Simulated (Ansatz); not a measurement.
C2H5Si (`[CH]=C[SiH3]`) radical, one more setting.

```yaml
crystal:
  periodic: [false, false, false]
  atoms:
    - {symbol: C, position_ang: [-1.220677, 0.231708, -1.171380]}
    - {symbol: C, position_ang: [-0.100542, 0.518421, -0.572082]}
    - {symbol: Si, position_ang: [0.551702, -0.497669, 0.854169]}
    - {symbol: H, position_ang: [-1.837933, 0.600214, -1.979882]}
    - {symbol: H, position_ang: [0.488599, 1.382819, -0.904110]}
    - {symbol: H, position_ang: [0.703571, 0.361691, 2.059083]}
    - {symbol: H, position_ang: [1.892549, -1.044645, 0.513129]}
    - {symbol: H, position_ang: [-0.385168, -1.609639, 1.145372]}
basis:
  gaussian: {orbitals: aug-cc-pVDZ, nuclear_model: gaussian}
total_charge: -1
magnetization: {spin_polarized: true, initial_magnetization: 0}
hamiltonian: {xc: {name: SPW92}}
output: {forces: true}
```

```sh
$ ansatz run in.yaml --threads 2 --pin off --events-out ev --progress --plain --max-ram 22528MiB --backend cpu
```

Output, abridged:

```
Functional definition: SPW92
1113 factors; their error is unknown
mean field evaluation 1: about -9970.2455 eV, gradient 3.5e1 eV
mean field evaluation 2: about -9864.3935 eV, gradient 9.8e1 eV
mean field evaluation 4: about -9977.1222 eV, gradient 1.1e1 eV
mean field evaluation 8: about -9978.1333 eV, gradient 8.8e-2 eV
mean field evaluation 16: about -9978.0858 eV, gradient 1.1e-4 eV
mean field -9978.08581594 eV, -366.6878903461 hartree, gradient 3.3e-5 eV, S^2 0.000000; 5 other end points of the search recorded, 0 dependent functions left out
reference -9978.08586266 eV, -366.6878920633 hartree; 16, 16 occupied and 102, 102 virtual orbitals, 1113 factors
Total energy: -9978.08586266 eV, -366.6878920633 hartree
Atom 0 at    -1.220677     0.231708    -1.171380 Å, force    -1.921334    -2.200130     0.522875 eV/Å
Atom 1 at    -0.100542     0.518421    -0.572082 Å, force     0.537021     0.257402     0.183444 eV/Å
Atom 2 at     0.551702    -0.497669     0.854169 Å, force    -0.504240     0.530157    -0.872033 eV/Å
Atom 3 at    -1.837933     0.600214    -1.979882 Å, force     0.142439     0.922047    -0.729075 eV/Å
Atom 4 at     0.488599     1.382819    -0.904110 Å, force     1.111314     0.948920    -0.009912 eV/Å
Atom 5 at     0.703571     0.361691     2.059083 Å, force     0.217465     0.274403     0.681741 eV/Å
Atom 6 at     1.892549    -1.044645     0.513129 Å, force     0.703880    -0.300988     0.050739 eV/Å
Atom 7 at    -0.385168    -1.609639     1.145372 Å, force    -0.286545    -0.431810     0.172221 eV/Å
Dipole moment:     0.311002     0.120256     0.129976 e Å
```

It took 2.9 s on 2 threads of an AMD EPYC 7R13 on a shared host, with 0.35 GiB of host memory at the peak.
